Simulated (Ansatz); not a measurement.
CCSD(T) forces

MgNH₃S (SMILES [NH2][Mg][SH]), closed shell, displaced at random from a GFN2-xTB minimum.

N1  (-1.276, 0.187, -1.042)
Mg2  (0.057, 0.171, 0.423)
S3  (1.297, -0.362, 2.220)
H4  (-0.984, 0.874, -1.683)
H5  (-1.292, -0.537, -1.710)
H6  (2.480, -0.523, 1.546)
(Å)

Ansatz 0.2.0; basis: def2-TZVPP; cores frozen in the correlated methods. The outer core shell of Li, Na, Mg and K is correlated. The def2 sets are not built for correlating such inner shells, so the correlated values are less sure here. B3LYP uses VWN-RPA correlation.

CCSD(T) forces from the calculation:
```tsv
atom	Fx	Fy	Fz (eV/Å)
N1	0.707	0.157	1.679
Mg2	-0.935	-0.290	-0.982
S3	0.976	-0.117	0.213
H4	0.238	1.981	-0.788
H5	-0.309	-1.845	-0.415
H6	-0.677	0.114	0.293
```

Which atom feels the largest CCSD(T) force, and how large is it?

H4, 2.15 eV/Å, along (0.11, 0.92, -0.37).

Root-mean-square difference of the force components from those of CCSD(T): PBE0-D4 0.040; wB97M-V 0.050; r2SCAN-D4 0.033; PBE-D4 0.188; CAM-B3LYP-D4 0.088; B3LYP-D4 0.045 eV/Å.

T1 diagnostic: at most 0.011.

For scale, one of the runs: CCSD(T)/def2-TZVPP forces, 147 basis functions (an equivalent command: `ansatz run in.yaml --threads 4`). Hardware: 4 CPU threads, shared host. Wall time 70 s; peak host memory 1.8 GiB.
